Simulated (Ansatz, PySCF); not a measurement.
System: C$_{4}$H$_{6}$, charge 0, singlet. C4H6 (SMILES CC#CC).
B3LYP-D3(BJ)/def2-TZVP minimum from Ansatz (a quantum-chemistry and plane-wave program):
```xyz
10

C     -0.0002     0.0011     2.0565
C     -0.0001     0.0003     0.6006
C      0.0001    -0.0003    -0.6006
C      0.0002    -0.0011    -2.0565
H     -0.0090     1.0202     2.4498
H     -0.8782    -0.5156     2.4506
H      0.8864    -0.5005     2.4508
H     -0.0085     1.0175    -2.4509
H      0.8870    -0.5032    -2.4500
H     -0.8777    -0.5183    -2.4502
```

Atomisation energy term by term, kcal/mol (programs: Ansatz). Open shells are spin-unrestricted; no spin-orbit coupling. Cores are frozen in correlated methods. Rows without X2C or -DK are non-relativistic. CBS(X,Y): correlation extrapolated as X^-3, Hartree-Fock from the larger set. A bracket is a step between two methods taken in the basis named. 'core' is core correlation in cc-pwCVTZ, 'X2C' scalar relativity in cc-pVTZ-DK, both at CCSD(T). Where a partner has so few electrons that a lower coupled-cluster level is exact, that level stands in.

```tsv
term	basis	kcal/mol
Hartree-Fock	cc-pVQZ	754.37
CCSD correlation	CBS(cc-pVTZ,cc-pVQZ)	230.66
(T)	CBS(cc-pVTZ,cc-pVQZ)	15.75
CCSDT(Q) - CCSD(T)	cc-pVDZ	0.60
core correlation	cc-pwCVTZ	4.77
scalar relativity	X2C, cc-pVTZ-DK	-0.68
minus zero-point energy	Hessian by PySCF at B3LYP-D3(BJ)/def2-TZVP	-52.70
sum: D0		952.8
```
